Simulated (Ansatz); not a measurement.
# AlH3O2: the cost of one run

Program: Ansatz 0.2.0. Level of theory: RKS PBE0-D4/def2-SVP. These are calculated values, not measurements.

### 1 The starting structure

Bond lengths: O1–Al2 1.815 Å, Al2–O3 1.813 Å, O1–H4 1.003 Å, Al2–H5 1.609 Å, O3–H6 1.003 Å. Angles: O1–Al2–O3 118.9°, O1–Al2–H5 120.3°, O3–Al2–H5 120.8°, Al2–O1–H4 99.5°, Al2–O3–H6 105.1°.

Coordinates:

```xyz
6

O    -1.2356   -0.8777   -0.6936
Al    0.1634    0.2016   -0.2778
O     0.7567    0.2442    1.4346
H    -1.9889   -0.2262   -0.5721
H     0.8905    1.0668   -1.4231
H     1.4560   -0.4726    1.4858
```

### 2 Relaxing end A

Contents of input.yaml:

```yaml
crystal:
  periodic: [false, false, false]
  atoms:
    - { symbol: O, position_ang: [-1.2356, -0.8777, -0.6936] }
    - { symbol: Al, position_ang: [0.1634, 0.2016, -0.2778] }
    - { symbol: O, position_ang: [0.7567, 0.2442, 1.4346] }
    - { symbol: H, position_ang: [-1.9889, -0.2262, -0.5721] }
    - { symbol: H, position_ang: [0.8905, 1.0668, -1.4231] }
    - { symbol: H, position_ang: [1.456, -0.4726, 1.4858] }
basis:
  gaussian: { orbitals: def2-SVP }
hamiltonian:
  xc: pbe0
  dispersion: d4
relax:
  f_tol: 0.015
  max_steps: 40
```

The run is started by

```console
> ansatz run input.yaml --threads 1 --pin off --max-ram 2048MiB --backend cpu --events-out ev --progress --plain --runs-dir out
```

What time and memory should one allow on 1 thread of an Arm CPU, shared host?

About 19 s, with a peak of 0.11 GiB.
